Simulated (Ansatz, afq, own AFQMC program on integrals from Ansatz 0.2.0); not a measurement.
# NH₃⁻, doublet in 6-31++G**, levels against CCSDT(Q)

```
atom    x (Å)    y (Å)    z (Å)
   N  -0.0464   0.0029  -0.0937
   H   1.7006  -0.0068   0.7123
   H  -0.5367   0.7977   0.3244
   H  -0.5188  -0.8305   0.2660
```

Basis 6-31++G**. Only valence electrons are correlated. Integrals, coupled cluster, full CI and functionals: Ansatz 0.2.0; the random walks run on the same integrals in our own AFQMC program. The CISD trial takes its coefficients from CCSD amplitudes. Released means that phaseless walkers are propagated on without the constraint, phases kept. Uncertainties: one standard error, sampling alone.

Determinant: ROHF, the one that the program's search chose, which needn't be the lowest solution. The geometry is a point of a scan.

No full CI on the walks' own integrals is used here; CCSDT(Q) serves as the reference and is uncertain by about the last step of the cluster series.

Cautions: higher spins were not checked; raised T1 diagnostic (T1 0.043, weight of the determinant 0.87, largest double 0.07).

```
T1 diagnostic                               : 0.0433
weight of the determinant in the CISD state : 0.869
size of the correlated space                : 9 electrons in 36 orbitals
```

Reference: CCSDT(Q), correlation energy -6.514 eV. The released energy is read at 2.40 1/Eh (meV from the phaseless value at times in 1/Eh: -2 ± 22 at 0.24, 11 ± 15 at 0.51, -26 ± 27 at 0.99, -13 ± 23 at 1.62, -6 ± 33 at 2.40).

```csv
level,E − E(reference) (kJ/mol),share of correlation (%)
HF,628.5,0.00
MP2,62.9,89.99
CCSD,23.6,96.25
CCSD(T),3.9,99.38
CCSDT,2.2,99.65
ph-AFQMC/CISD,0.7 ± 1.7,99.89
released AFQMC,0.0 ± 3.2,99.99
```

A walk keeps the symmetry of its determinant, which the program's search chose and which needn't be the lowest solution, so a lower state of the same spin and another symmetry isn't excluded. Released energies are given only where the last usable release times agree within the noise; a slower fall can still hide under it.
